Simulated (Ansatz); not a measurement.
`CC(C)C(C)(C)C` and `CC(C)(C)CS` differ in one atom or group.

Ansatz, PBE0-D4/def2-TZVP geometries, multiplicity 1. Each molecule was computed in one conformer, which needn't be the lowest.

```
                                        property  `CC(C)C(C)(C)C`
  size of the dipole moment (PBE/def2-TZVPP) / D             0.08
size of the dipole moment (B3LYP/def2-TZVPP) / D             0.07
               HOMO energy (PBE/def2-TZVPP) / eV            -7.18
              HOMO energy (PBE0/def2-TZVPP) / eV            -8.48
              LUMO energy (PBE0/def2-TZVPP) / eV             1.04
           LUMO energy (ωB97M-V/def2-TZVPP) / eV             2.46
```

Question: What does the change do to each property? (Estimate.)

Answer: Ansatz gave: 
```json
{"property": "size of the dipole moment (PBE/def2-TZVPP) / D", "`CC(C)(C)CS`": "1.54", "shift": "1.46"}
{"property": "size of the dipole moment (B3LYP/def2-TZVPP) / D", "`CC(C)(C)CS`": "1.55", "shift": "1.48"}
{"property": "HOMO energy (PBE/def2-TZVPP) / eV", "`CC(C)(C)CS`": "-5.52", "shift": "1.66"}
{"property": "HOMO energy (PBE0/def2-TZVPP) / eV", "`CC(C)(C)CS`": "-6.75", "shift": "1.73"}
{"property": "LUMO energy (PBE0/def2-TZVPP) / eV", "`CC(C)(C)CS`": "0.51", "shift": "-0.53"}
{"property": "LUMO energy (ωB97M-V/def2-TZVPP) / eV", "`CC(C)(C)CS`": "2.11", "shift": "-0.35"}
```

With PBE0 the HOMO rises by 1.73 eV and the LUMO falls by 0.53 eV, so the gap narrows by about 2.26 eV. PBE moves the HOMO by 1.66 eV and ωB97M-V by 1.77 eV. Dipoles are sizes alone; their direction can turn.

B3LYP here is the variant with VWN-RPA as its local correlation; programs differ in this.
